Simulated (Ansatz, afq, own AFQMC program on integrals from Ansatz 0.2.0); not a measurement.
**NH, triplet in def2-SVP, levels against full CI**

| atom | x (Å) | y (Å) | z (Å) |
| --- | --- | --- | --- |
| N | 1.5739 | -0.4839 | 1.4134 |
| H | 1.7314 | 0.3062 | 2.0820 |

Basis def2-SVP. Noble-gas cores (and the filled d shells of Ga–Kr and In–Xe) are frozen. Integrals, coupled cluster, full CI and functionals: Ansatz 0.2.0; the random walks run on the same integrals in our own AFQMC program. The CISD trial takes its coefficients from CCSD amplitudes. Released means that phaseless walkers are propagated on without the constraint, phases kept. Free projection: walkers drawn from exp(T), propagated without any constraint. Its projection time is finite, and what remains of the start isn't in its error. Uncertainties: one standard error, sampling alone.

Determinant: UHF, the one that the program's search chose, which needn't be the lowest solution. The geometry is a PBE0/def2-SVP stationary point of this or a neighbouring charge and spin state.

Full CI is exact in this basis; its frozen core comes from its own orbitals, which moves totals by up to a few meV.

Cautions: full CI with its own frozen core.

```
T1 diagnostic                               : 0.0085
weight of the determinant in the CISD state : 0.957
⟨S²⟩ of the determinant                     : 2.015
size of the correlated space                : 6 electrons in 18 orbitals
```

```csv
level,correlation energy (eV)
MP2,-2.8188
CCSD,-3.3337
CCSD(T),-3.3774
```

**Question.** Estimate where AFQMC with the constraint released lies against CCSD(T) on the same integrals.

**Answer.** 1.1 ± 0.06 kJ/mol below CCSD(T).

Reference: full CI, correlation energy -3.386 eV. The released energy is read at 1.50 1/Eh (meV from the phaseless value at times in 1/Eh: -0.5 ± 0.9 at 0.24, -1.6 ± 0.6 at 0.50, -2.0 ± 0.5 at 1.00, -1.7 ± 0.6 at 1.50). CCSDTQ lies 1.9 meV below full CI, in part by the other frozen core, which shifts every row alike, so rows that close can't be ranked against it.

```
         level  E − E(reference) (kJ/mol)  share of correlation (%)
       CCSD(T)                        0.9                     99.73
         CCSDT                        0.1                     99.96
      CCSDT(Q)                       -0.1                    100.04
        CCSDTQ                       -0.2                    100.05
   ph-AFQMC/HF                 -0.4 ± 1.2                    100.12
 ph-AFQMC/CISD                  0.0 ± 0.1                    100.01
released AFQMC                -0.2 ± 0.06                    100.05
    free AFQMC                 -0.3 ± 0.1                    100.11
```

CCSDT and higher add their correlation energy to the determinant of the CCSD(T) run, since their own runs factorise the integrals more tightly (a shift of under 2 meV). Free projections are given only where their last times agree within the noise and don't stop above the reference; a slow remainder of the start can still hide under it. A walk keeps the symmetry of its determinant, which the program's search chose and which needn't be the lowest solution, so a lower state of the same spin and another symmetry isn't excluded. Released energies are given only where the last usable release times agree within the noise; a slower fall can still hide under it.
